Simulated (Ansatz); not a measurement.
```yaml
crystal:
  periodic: [false, false, false]
  atoms:
    - {symbol: C, position_ang: [-0.743404, -0.258001, -0.383048]}
    - {symbol: C, position_ang: [0.223607, 0.549093, -0.647398]}
    - {symbol: C, position_ang: [0.350067, -0.206998, 0.639851]}
    - {symbol: H, position_ang: [-1.686474, -0.700493, -0.654018]}
    - {symbol: H, position_ang: [0.678838, 1.273567, -1.300467]}
    - {symbol: H, position_ang: [0.179644, 0.307208, 1.586304]}
    - {symbol: H, position_ang: [1.059020, -1.032376, 0.713074]}
basis:
  gaussian: {orbitals: def2-TZVPD}
total_charge: 1
magnetization: {spin_polarized: true, initial_magnetization: 1}
hamiltonian: {xc: {name: M06-2X}, dispersion: d3bj}
scf: {lower_state_search: light}
output: {forces: true}
```

```sh
$ ansatz run in.yaml --threads 4 --pin off --events-out ev --progress --plain --max-ram 10444MiB
```

**Question.** How does Ansatz answer? (Estimate.)

**Answer.** Ansatz gave: The program refused the input.
```
Error: YAML parse error: error: line 15 column 19: hamiltonian.xc: no functional is named "M06-2X"; the names, which are not case-sensitive, are SVWN5, SPW92, PBE, PBE0, PBEsol, revPBE, revPBE0, RPBE, rPW86-PBE, HSE06, wPBEh, LC-wPBE, HISS, HF, BLYP, B3LYP, B3LYP5, BHLYP, CAM-B3LYP, r2SCAN, r2SCANh, r2SCAN0, r2SCAN50, m-r2SCAN, B97, wB97, wB97X, wB97X-V, B97M-V, wB97M-V, B2PLYP, B2GP-PLYP, PBE0-DH, PBE-QIDH
13 | total_charge: 1
14 | magnetization: {spin_polarized: true, initial_magnetization: 1}
15 | hamiltonian: {xc: {name: M06-2X}, dispersion: d3bj}
16 | scf: {lower_state_search: light}
17 | output: {forces: true}
```

HSE06 is defined as in plane-wave codes.
